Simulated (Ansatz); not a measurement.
**[Cl···H···Si], triplet: transfer scan**

Starting geometry:

```yaml
atoms:
  - { symbol: Cl, position_ang: [0.0000, 0.0000, -1.5969] }
  - { symbol: H, position_ang: [0.0000, 0.0000, -0.3181] }
  - { symbol: Si, position_ang: [0.0000, 0.0000, 1.9151] }
```

From there H2 is moved from one fragment to the other while all else, the fragments' distance too, stays fixed; atoms are numbered as listed. Energies are in eV, counted from the starting geometry at the same level.

Basis cc-pVTZ; Ansatz 0.2.0. Only valence electrons are correlated (noble-gas cores frozen). R marks a restricted (for open shells ROHF) determinant, U an unrestricted one. Active spaces: valence = (12e, 9o) chosen from the atoms' valence shells.

Runs in a small pair space aren't shown, since their orbitals change along the scan.

Full CI isn't at hand for all of this; UCCSDT(Q) serves as the reference, and is uncertain by about the last step of the cluster series. The frozen core follows each run's orbitals, which can shift R against U totals by a few meV.

```csv
distance Cl1-H2 (Å),UCCSDT(Q),error UCCSD(T),error RCCSDT,error RCCSDT(Q),error NEVPT2 (valence space),error MRCISD (valence space),error MRCISD+Q (valence space)
1.279,0.000,0.000,0.000,0.000,0.000,0.000,0.000
1.392,0.091,0.003,0.002,0.000,0.001,0.011,0.005
1.619,0.575,0.012,0.006,0.000,0.002,0.025,0.011
1.845,0.888,0.017,0.005,0.000,0.064,0.029,0.023
2.072,1.211,0.012,0.000,0.000,0.160,0.013,0.039
```

Errors are those of relative energies. In total energy the starting point itself misses UCCSDT(Q) by: UCCSD(T) 0.046, RCCSDT 0.014, RCCSDT(Q) 0.002, NEVPT2 (valence space) 1.841, MRCISD (valence space) 0.930, MRCISD+Q (valence space) 0.165 eV.

Spread of the error over the points with a reference, to 2.072 Å (largest less smallest): RCCSDT(Q) 0.000, RCCSDT 0.006, UCCSD(T) 0.017, MRCISD (valence space) 0.029, MRCISD+Q (valence space) 0.039, NEVPT2 (valence space) 0.160 eV.
